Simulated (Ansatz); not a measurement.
A made-up structure of CH$_{4}$BO, doublet:

```csv
atom,x (Å),y (Å),z (Å)
B1,-0.8500,0.3117,-0.6715
C2,0.2991,0.1161,0.2787
O3,0.8217,-1.0964,0.4998
H4,-1.2739,1.4188,-0.8276
H5,-1.3173,-0.6249,-1.2487
H6,0.5633,-2.0264,0.4039
H7,1.5467,-1.0489,1.1314
```

It is relaxed with PBE-D4/def2-SVP and then PBE0-D4/def2-TZVP (Ansatz 0.2.0). Atoms count as bonded within 1.22 times the sum of their covalent radii (H–H: 0.88 Å). The end point is not checked to be a true minimum.

(1) Does its bonding change? (A judgement: the text doesn't fix the answer.)

## Answers

(1) By the calculation: No: no bond forms or breaks.

Where it ends: The first stage lowers the energy by 0.82 eV in 11 steps. It ends as CH₄BO ([BH2][C][OH2]):
B1  (-0.792, 0.288, -0.570)
C2  (0.362, 0.344, 0.344)
O3  (0.717, -1.104, 0.828)
H4  (-1.424, 1.257, -0.864)
H5  (-0.966, -0.763, -1.163)
H6  (0.226, -1.738, 0.271)
H7  (1.668, -1.233, 0.719)
(Å)

Labels in which every atom is bracketed show which atoms are joined, not bond orders.

For scale, one of the runs: PBE0-D4/def2-TZVP relaxation, 117 basis functions, launched by `ansatz run in.yaml --threads 2 --pin off --events-out ev --progress --plain --max-ram 4352MiB`. Hardware: 2 CPU threads of an Intel Xeon Platinum 8175M, shared host. Wall time about 31 s.
